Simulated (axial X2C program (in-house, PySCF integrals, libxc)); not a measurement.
**BH: cheaper levels and CCSD(T), with spin–orbit coupling**

Calculated with an in-house all-electron X2C program for linear molecules (integrals from PySCF). Two-component (2c) means X2C with spin–orbit coupling and atomic mean-field two-electron Coulomb and Gaunt terms. Basis: B dyall-v4z [8s7p3d2f1g], H dyall-v4z [7s3p2d1f] (cores contracted in-house); Gaussian nuclei, density fitting, unrestricted open shells. Masses: B 11.009 u, H 1.008 u.

State: Ω = 0 (closed shell); fragments B + H.

```tsv
level	Re (Å)	ωe (cm⁻¹)	De (eV)
PBE0	1.240	2327.8	3.49
HF	1.220	2488.1	2.68
MP2	1.225	2434.2	3.52
CCSD	1.233	2368.9	3.64
TPSSh	1.233	2364.7	3.65
PBE	1.251	2242.7	3.52
r2SCAN	1.241	2301.9	3.45
```

Correlated methods: 4 electrons correlated (number of frozen shells: B 1 s; H none), 190 virtual spin orbitals or spinors in MP2, 74 natural virtuals in coupled cluster.

CCSD(T), same Hamiltonian and basis:

Re = 1.234 Å, ωe = 2359.4 cm⁻¹, De = 3.66 eV; T1 = 0.013 (Lee–Taylor normalisation).

**Question.** Give the differences from CCSD(T) in the columns below.

**Answer.** 

| level | ΔRe (Å) | Δωe (cm⁻¹) | ΔDe (eV) |
| --- | --- | --- | --- |
| PBE0 | 0.006 | -32 | -0.17 |
| HF | -0.014 | 129 | -0.98 |
| MP2 | -0.009 | 75 | -0.14 |
| CCSD | -0.001 | 10 | -0.02 |
| TPSSh | -0.001 | 5 | -0.01 |
| PBE | 0.017 | -117 | -0.14 |
| r2SCAN | 0.007 | -58 | -0.21 |

One determinant describes the state; a PBE0 search over occupations chose it and may have missed a lower one. Closed shells are restricted here (equal orbitals for both partners); the stretched side of such a curve lies too high. Dissociation energies refer to the lowest single-determinant-based atoms at the same level and basis. Coupled cluster ran in a truncated set of natural virtual spinors; the MP2 energy of the rest was added. (T) has no such correction and the atoms are truncated less, which lowers De at CCSD(T) by a hundredth of an eV or more. A 2c atom that is not at its ground J level misses part of its spin–orbit lowering, and De is too large by that part (0.04 eV or less for light atoms). This holds for PBE0, TPSSh, PBE, r2SCAN. The functionals have no current-density term, which raises determinants with orbital currents, atoms included.
